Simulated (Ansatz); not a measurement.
**C₂H₆FNO: a ladder of functionals and wavefunction methods**

The task here is to estimate one member of a computed series from the others.

Computed with Ansatz 0.2.0, Gaussian basis. Level: functionals in def2-TZVPP, the program's frozen cores in correlated methods.

Levels to be run: PBE-D4, r2SCAN-D4, PBE0-D4, B3LYP-D4, ωB97X-V, ωB97M-V, B2PLYP; CCSD(T)/def2-TZVPP; MP2/def2-QZVPP; extrapolation to the limit.

### Structure used throughout

All runs share one geometry, relaxed beforehand with PBE0-D4 in a triple-zeta def2 set.

SMILES `CNC(O)F`, 11 atoms, charge 0, spin multiplicity 1.

Atoms are counted from 1 here; the program's logs count them from 0.

Bond lengths: C1–N2 1.455 Å, C1–H6 1.095 Å, C1–H7 1.090 Å, C1–H8 1.091 Å, N2–C3 1.410 Å, N2–H9 1.010 Å, C3–O4 1.383 Å, C3–F5 1.383 Å, C3–H10 1.098 Å, O4–H11 0.962 Å. Angles: N2–C1–H6 113.4°, N2–C1–H7 109.4°, N2–C1–H8 108.9°, H6–C1–H7 108.0°, H6–C1–H8 109.0°, H7–C1–H8 108.0°, C1–N2–C3 116.3°, C1–N2–H9 111.9°, C3–N2–H9 110.4°, N2–C3–O4 111.9°, N2–C3–F5 113.2°, N2–C3–H10 109.0°, O4–C3–F5 104.3°, O4–C3–H10 112.4°, F5–C3–H10 105.9°, C3–O4–H11 106.7°.

Set-up of the first run:

Input file in.yaml:

```yaml
crystal:
  periodic: [false, false, false]
  atoms:
    - {symbol: C, position_ang: [-1.271385, 0.232945, 0.307573]}
    - {symbol: N, position_ang: [0.014007, -0.368519, 0.628213]}
    - {symbol: C, position_ang: [1.099226, 0.001426, -0.193025]}
    - {symbol: O, position_ang: [0.948297, -0.462115, -1.487432]}
    - {symbol: F, position_ang: [1.234751, 1.370094, -0.333482]}
    - {symbol: H, position_ang: [-1.297788, 1.315676, 0.470802]}
    - {symbol: H, position_ang: [-1.507333, 0.045069, -0.739856]}
    - {symbol: H, position_ang: [-2.043905, -0.237067, 0.917229]}
    - {symbol: H, position_ang: [0.253326, -0.250065, 1.602536]}
    - {symbol: H, position_ang: [2.031662, -0.346440, 0.269946]}
    - {symbol: H, position_ang: [0.604442, -1.358005, -1.422004]}
basis:
  gaussian: {orbitals: def2-TZVPP}
hamiltonian: {xc: pbe, dispersion: d4}
output: {forces: true, orbitals: {seedname: orbitals}}
```

Command:

```console
ansatz run in.yaml --threads 4 --pin off --events-out ev --progress --plain --max-ram 10444MiB
```

Steps of the session up to this table: PBE-D4 (GGA); r2SCAN-D4 (meta-GGA); PBE0-D4 (hybrid); B3LYP-D4 (hybrid); ωB97X-V (range-separated); ωB97M-V (range-separated); B2PLYP (double hybrid); CCSD(T) in def2-TZVPP; MP2 in def2-QZVPP.

One table of the session follows, with a row left open; its other results are not shown here.

```
            method  atomisation energy (kJ/mol)
            PBE-D4                       4285.0
         r2SCAN-D4                       4160.5
           PBE0-D4                       4173.5
          B3LYP-D4                       4161.5
           ωB97X-V                       4175.1
           ωB97M-V                       4179.1
            B2PLYP                            ?
     HF/def2-TZVPP                       2873.6
    MP2/def2-TZVPP                       4128.0
   CCSD/def2-TZVPP                       3976.3
CCSD(T)/def2-TZVPP                       4044.3
           MP2/CBS                       4245.3
       CCSD(T)/CBS                       4161.6
```

Q: Estimate the row for B2PLYP from the others.

The run gave: atomisation energy (kJ/mol): 4117.8. In the column «atomisation energy (kJ/mol)» it lies between CCSD(T)/def2-TZVPP (4044.3) and MP2/def2-TZVPP (4128.0).
